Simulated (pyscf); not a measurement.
Single points on ωB97X-D3(BJ)/def2-SVP structures (PySCF, gas phase).

**Question.** H₃C–Sb(CH₃)–CH₃ (SMILES [CH3][Sb]([CH3])[CH3]) + CH₃• (SMILES [CH3]) → H₃C–Sb•–CH₃ (SMILES [CH3][Sb][CH3]) + H₃C–CH₃ (SMILES CC)
Surface: doublet. Broken: C–Sb. Formed: C–C. Give ΔE‡ and ΔE from PBE/def2-TZVP, relative to the separated reactants.

**Answer.** ΔE‡ = 58.7 kJ/mol, ΔE = -149.9 kJ/mol. ωB97M-D3(BJ)/def2-TZVP gives 94.0 kJ/mol and -150.1 kJ/mol. Zero-point energy shifts the barrier by +10.8 kJ/mol. It is a substitution at C, with an imaginary mode of 1048i cm⁻¹. One saddle was located; it need not be the lowest between these sides. The angle at the attacked C is 176°. Elements past Kr carry the def2 core potentials, without spin-orbit coupling.
